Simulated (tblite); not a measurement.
Compound: C3H7P.
Geometry (GFN2-xTB, Å), atoms numbered from 1 in this order:
```
atom  x, y, z in Å
C1    -1.3446   -0.3383    0.0799
C2     0.1083   -0.4356   -0.3884
C3     0.8142    0.8638   -0.2001
P4     2.1171    1.1951    0.7901
H5    -1.8688    0.4451   -0.4633
H6    -1.3842   -0.1053    1.1420
H7    -1.8598   -1.2813   -0.0881
H8     0.1188   -0.6972   -1.4517
H9     0.6189   -1.2299    0.1620
H10    0.4038    1.6933   -0.7648
H11    2.2818   -0.1069    1.2961
```

Computed with GFN2-xTB (tblite): harmonic, unscaled wavenumbers at the GFN2-xTB geometry, gas phase. Against measured fundamentals such values can be off by several per cent, at times by over 20. Modes of hydrogen on phosphorus can be 10 to 20 % off. One conformer, not necessarily the lowest.

Harmonic wavenumbers (cm⁻¹): 60.0, 211.3, 295.8, 361.1, 517.2, 810.1, 844.8, 852.6, 927.3, 1026.2, 1068.4, 1094.2, 1184.7, 1234.1, 1292.9, 1373.0, 1409.0, 1474.2, 1497.4, 1502.9, 2200.4, 2932.7, 2965.1, 3030.0, 3031.8, 3034.2, 3037.3.

A = 19939, B = 2633, C = 2617 MHz; mass 74.029 u (most abundant isotopes); point group C1, symmetry number 1.

**Question.** What is the zero-point energy?

**Answer.** ½Σν̃ = 19634 cm⁻¹ = 56.14 kcal/mol.

**Question.** What is S at 298.15 K and 1 bar for an ideal gas of classical rigid rotors and harmonic oscillators?

**Answer.** Translation 38.85, rotation 25.26, vibration 10.73: S = 74.8 cal/(mol K).

**Question.** And Cp and H(298.15 K) − H(0)?

**Answer.** Cp = 20.39 cal/(mol K), of which vibrations give 12.44 (their classical limit is 27 R = 53.7); H(298.15 K) − H(0) = 4.10 kcal/mol without the zero-point energy, 1.73 from vibrations.

**Question.** What must be added to the electronic energy to get the Gibbs energy at 298.15 K and 1 bar?

**Answer.** ZPE + [H(298.15 K) − H(0)] − T·S = 56.14 + 4.10 − 22.31 = 37.93 kcal/mol.

**Question.** How do the functions run with temperature in this model?

**Answer.** 
```json
{"T (K)": "100", "S (cal/(mol K))": "58.4", "Cp (cal/(mol K))": "11.7", "H − H(0) (kcal/mol)": "0.97", "G − H(0) (kcal/mol)": "-4.87", "ln q(vib)": "0.62"}
{"T (K)": "200", "S (cal/(mol K))": "67.7", "Cp (cal/(mol K))": "15.7", "H − H(0) (kcal/mol)": "2.34", "G − H(0) (kcal/mol)": "-11.21", "ln q(vib)": "1.53"}
{"T (K)": "300", "S (cal/(mol K))": "75.0", "Cp (cal/(mol K))": "20.5", "H − H(0) (kcal/mol)": "4.14", "G − H(0) (kcal/mol)": "-18.35", "ln q(vib)": "2.49"}
{"T (K)": "500", "S (cal/(mol K))": "87.8", "Cp (cal/(mol K))": "30.3", "H − H(0) (kcal/mol)": "9.25", "G − H(0) (kcal/mol)": "-34.65", "ln q(vib)": "4.55"}
{"T (K)": "800", "S (cal/(mol K))": "104.5", "Cp (cal/(mol K))": "40.6", "H − H(0) (kcal/mol)": "20.01", "G − H(0) (kcal/mol)": "-63.57", "ln q(vib)": "7.78"}
{"T (K)": "1000", "S (cal/(mol K))": "114.1", "Cp (cal/(mol K))": "45.2", "H − H(0) (kcal/mol)": "28.61", "G − H(0) (kcal/mol)": "-85.44", "ln q(vib)": "9.89"}
```

q(vib) and H(0) count from the zero-point level.

**Question.** Which modes carry the vibrational entropy at 298.15 K?

**Answer.** 60.0 cm⁻¹: 4.46; 211.3 cm⁻¹: 2.03; 295.8 cm⁻¹: 1.44; 361.1 cm⁻¹: 1.12; 517.2 cm⁻¹: 0.62; 810.1 cm⁻¹: 0.20 cal/(mol K); the other 21 give 0.87 together.

Hindered rotation and anharmonicity are outside this model. Other conformers, if any are populated, would add a mixing term that is left out. The structure is chiral; the term R ln 2 for an equal mix with its mirror image is left out.

On one thread, Arm Neoverse V1 (aarch64), shared host with 32 logical CPUs at a one-minute load of 11, this took 0.18 s. The figure is for the frequency step alone.
